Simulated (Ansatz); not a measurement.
## Trial structures and their relaxed properties

Computed with DFT PBEsol, scalar-relativistic, plane waves, PAW (Ansatz). Settings: cutoff 420 eV, Γ-centred meshes no coarser than 0.19 Å⁻¹ for metals and 0.3 Å⁻¹ for insulators (2π included), Gaussian smearing.

Each formula was placed on the sites of the named type and relaxed at zero pressure without lowering the symmetry. No run is spin-polarised. The smearing is 0.1 eV for metals and 0.01 to 0.02 eV otherwise. Formation energies are uncorrected and refer to the elements' standard structures at the same level.

The k mesh leaves about 4 meV/atom of noise in metals.

| formula | started on type | final group | a or a / b (Å) | c (Å) | V (Å³/atom) | E over elements (eV/atom) | gap on mesh (eV) |
| --- | --- | --- | --- | --- | --- | --- | --- |
| Al | samarium (9R) | R-3m | 2.84 | 20.97 | 16.3 | ? | 0.00 |
| Sr | beta-tin | I4_1/amd | 7.27 | 3.90 | 51.6 | 0.26 | 0.00 |
| Sr | black phosphorus | Fmmm | 4.23 / 6.85 | 14.55 | 52.7 | 0.13 | 0.00 |
| Al | simple cubic | Pm-3m | 2.70 | 2.70 | 19.7 | 0.40 | 0.00 |
| Al | beta-tungsten (A15) | Pm-3n | 5.10 | 5.10 | 16.6 | 0.08 | 0.00 |
| Al | diamond | Fd-3m | 5.99 | 5.99 | 26.9 | ? | 0.00 |
| Sr | beta-tungsten (A15) | Pm-3n | 7.49 | 7.49 | 52.4 | 0.03 | 0.00 |
| Sr | simple hexagonal | P6/mmm | 4.00 | 3.72 | 51.7 | 0.22 | 0.00 |
| Al | omega | P6/mmm | ? | ? | ? | 0.12 | 0.00 |
| Al | beta-tin | I4_1/amd | 5.26 | 2.71 | 18.8 | 0.30 | 0.00 |
| Al | black phosphorus | Fmmm | 2.79 / 4.88 | 10.31 | 17.5 | 0.14 | 0.00 |

(1) E over elements (eV/atom) of Al on the samarium (9R) type?

(2) E over elements (eV/atom) of Al on the diamond type?

(3) Cell and volume of Al on the omega type?

## Answers

(1) 0.02

(2) 0.84

(3) a = 4.58 Å, c = 2.77 Å, V = 16.8 Å³/atom